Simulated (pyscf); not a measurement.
## Substitution at C: H₃C–O–CH₃ + H• → CH₄ + H₃C–O•

Gas phase, doublet surface, charge 0. Bonds broken: C1–O2. Bonds formed: C1–H10. Single points on ωB97X-D3(BJ)/def2-SVP structures (PySCF, gas phase). Correlated levels are frozen-core, on RHF or UHF. ΔMP2 is the change of the MP2 total energy from the triple- to the quadruple-zeta basis.

Transition state (Å):

```xyz
10

C     -1.7408     0.1803     0.3309
O     -0.2881     0.9628     0.0088
C      0.5649     0.1209    -0.6989
H     -2.0210     0.0063    -0.7178
H     -1.3082    -0.6431     0.9170
H     -2.1722     1.0371     0.8593
H      0.8349    -0.8023    -0.1422
H      0.1595    -0.1885    -1.6864
H      1.4967     0.6834    -0.8829
H     -2.9545    -0.4887     0.5945
```

One imaginary mode, 1573i cm⁻¹; descent along it reached the two sides named.

```tsv
bond	change	reactant side (Å)	saddle	product side
C1–O2	breaks	1.399	1.681	3.6
C1–H10	forms	3.7	1.411	1.100
```

Electronic energies relative to the separated reactants (kcal/mol):

```tsv
level	barrier	reaction energy	reverse barrier
ωB97X-D3(BJ)/def2-TZVP	31.8	-23.7	55.5
PBE/def2-TZVP	21.3	-23.1	44.4
r²SCAN/def2-TZVP	21.4	-26.7	48.1
B3LYP-D3(BJ)/def2-TZVP	24.7	-27.1	51.8
PBE0-D3(BJ)/def2-TZVP	27.1	-23.1	50.2
M06-2X/def2-TZVP	31.5	-20.3	51.7
ωB97M-D3(BJ)/def2-TZVP	30.5	-24.0	54.5
HF/def2-TZVP	48.4	-32.8	81.3
MP2/def2-QZVPP	37.7	-12.7	50.4
CCSD/def2-TZVPP	33.0	-24.7	57.7
CCSD(T)/def2-TZVPP	30.8	-22.7	53.5
CCSD(T)/def2-TZVPP + ΔMP2(QZVPP)	30.4	-22.1	52.5
```

With CCSD(T)/def2-TZVPP + ΔMP2(QZVPP) energies and thermal terms (ideal gas, 1 atm, RRHO with modes under 100 cm⁻¹ raised to 100, one conformer, R ln 2 for chiral ones without a mode under 150 cm⁻¹), in kcal/mol:

```
T (K)   ΔH‡   ΔG‡     ΔH     ΔG
-----  ----  ----  -----  -----
298    29.9  36.3  -21.1  -24.3
600    29.5  43.0  -21.9  -27.3
900    29.3  49.7  -22.9  -29.8
1200   29.1  56.6  -24.0  -31.9
```

The same reactants have a lower exit, to •H₂C–O–CH₃ + H₂ (barrier +7.9 kcal/mol at ωB97M-D3(BJ)/def2-TZVP, against +30.5 kcal/mol here). H₃C–O–CH₃ lies 11.4 kcal/mol over its isomer H₃C–CH₂–OH (electronic energy, ωB97M-D3(BJ)/def2-TZVP). H₃C–O• lies 7.0 kcal/mol over its isomer •H₂C–OH (electronic energy, ωB97M-D3(BJ)/def2-TZVP). This is the saddle that the search found; another between the same sides may lie lower. The angle at the attacked C is 179°. The CCSD(T) − MP2 part came from Ansatz, without density fitting, on the same reference. A UHF reference is spin-contaminated (<S²> up to 0.85), which harms MP2 most. The orbital near-degeneracy of the XH₃O or XH₃S radical is left out.
